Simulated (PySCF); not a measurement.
Start geometry of phosphorus pentafluoride, `FP(F)(F)(F)F` from GFN2-xTB (Å):
```
atom  x, y, z in Å
F1     1.579    0.133   -0.125
P2     0.000    0.000   -0.004
F3    -0.149    1.526   -0.292
F4     0.154   -0.498    1.465
F5    -0.002   -1.026   -1.179
F6    -1.578   -0.133    0.114
```

Problem. What comes out of this run: PBE0-D3(BJ)/def2-SVP geometry optimisation, gas phase (PySCF 2.14.0)?

Solution. 
```
atom  x, y, z in Å
F1     1.5621    0.2218   -0.2081
P2    -0.0008    0.0166    0.0200
F3    -0.2284    1.5609   -0.1246
F4     0.2881   -0.5995    1.4332
F5    -0.0613   -0.9000   -1.2514
F6    -1.5630   -0.1951    0.2480
```

The energy falls by 1.0 kJ/mol over 12 energy and gradient evaluations, the largest force component goes from 0.0075 to 3.8e-04 Eh/bohr, and the atoms move by 0.009 Å rms after alignment. Among the bonds, P2–F4 and P2–F5 change most and about equally (+0.009 to +0.010 Å). Bonds longer at the end by more than 0.005 Å: 3 of 5; shorter: 0. Rotational constants go from 3647, 3063, 3055 to 3605, 3043, 3028 MHz. The orientation of the end geometry is arbitrary; only internal coordinates are fixed.

The run used 88 basis functions and 68 SCF cycles in all. On an Arm Neoverse V1 with one thread, no GPU, shared host with 64 logical CPUs at a one-minute load of 25, this took 27 s of wall time and 0.37 GiB of memory at its peak.

Whether it is a minimum is left open (no frequencies).
